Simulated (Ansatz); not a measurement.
Basis-set extrapolation for `C[NH+](C)C` (PBE0-D4/def2-TZVP geometry, frozen core, Ansatz 0.2.0). Multiplicity 1, RHF reference.

|  | def2-TZVPP | def2-QZVPP |
| --- | --- | --- |
| HF | -173.722557 | -173.731134 |
| MP2 correlation | -0.742056 | -0.788912 |
| CCSD(T) correlation | -0.819837 | not run |

Energies in hartree. Use E(X) = E(∞) + A·exp(−7.88·√X) for Hartree–Fock and E(X) = E(∞) + B·X^(−2.97) for correlation, with X = 3 and 4, and add CCSD(T) minus MP2 of the smaller set to the MP2 limit.

What is the CCSD(T) energy at the basis-set limit?

HF limit: -173.731134 + (-0.008577) × 0.13774 = -173.73232. MP2 limit: -0.788912 + (-0.046856) × 0.74074 = -0.82362. Higher-order term: -0.819837 − (-0.742056) = -0.07778. Total: -174.63372 hartree, 239.8 kJ/mol below CCSD(T)/def2-TZVPP.
